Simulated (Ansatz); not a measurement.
Run this with Ansatz 0.2.0 through its Python package and show what comes out.

Script `fci_bh3.py`:
```python
"""Approximate methods against full CI for BH3(-) in a small basis."""

import warnings

import ansatz as az
from ase import Atoms

BASIS = "6-31G"
CHARGE = -1


def main() -> None:
    warnings.simplefilter("ignore", az.DeckWarning)

    atoms = Atoms(["B", "H", "H", "H"], positions=[
        [0.0005, -0.0021, 0.2978],
        [1.0688, -0.3434, -0.1037],
        [-0.2366, 1.0985, -0.0909],
        [-0.8327, -0.7529, -0.1032],
    ])
    geometry = az.Crystal.molecule_from_ase(atoms)

    setup = (
        geometry.calculation()
        .basis(gaussian=BASIS)
        .charge(CHARGE)
        .spin("collinear", total=1)
    )
    exact = setup.correlation("fci").run(threads=1).report
    print(f"full CI {exact['free_energy_ev'] / 27.211386246:.7f} Ha over {exact['configurations']['states'][0]['n_determinants']} determinants")
    print("natural occupations", [round(n, 4) for n in exact["configurations"]["natural_occupations"]])
    print(f"hf       misses {1000 * (exact['reference_energy_ev'] - exact['free_energy_ev']) / 27.211386246:9.3f} mHa")
    for method in ["mp2", "ccsd", "ccsd_t", "ccsdt"]:
        e = setup.correlation(method).run(threads=1).report["free_energy_ev"]
        print(f"{method:8s} misses {1000 * (e - exact['free_energy_ev']) / 27.211386246:9.3f} mHa")


if __name__ == "__main__":
    main()
```

```console
$ python fci_bh3.py
full CI -26.3939268 Ha over 364364 determinants
natural occupations [1.9759, 1.9675, 1.9675, 0.9935, 0.0209, 0.0209, 0.0202, 0.0081, 0.0081, 0.0071, 0.0057, 0.0016, 0.0016, 0.0014]
hf       misses    80.587 mHa
mp2      misses    19.019 mHa
ccsd     misses     1.374 mHa
ccsd_t   misses     0.311 mHa
ccsdt    misses     0.006 mHa
```

Notes:
- The settings weren't tested for convergence.
- Full CI is exact only within this small basis and its frozen core, at an unrelaxed geometry.
- The run takes the species as open-shell (spin multiplicity 2), which needn't be its ground state.
- Anions want diffuse functions, which this basis lacks.
- Timing: 2.5 s on 1 thread of Arm Neoverse V1, with other jobs on the host, peak memory 0.18 GiB.
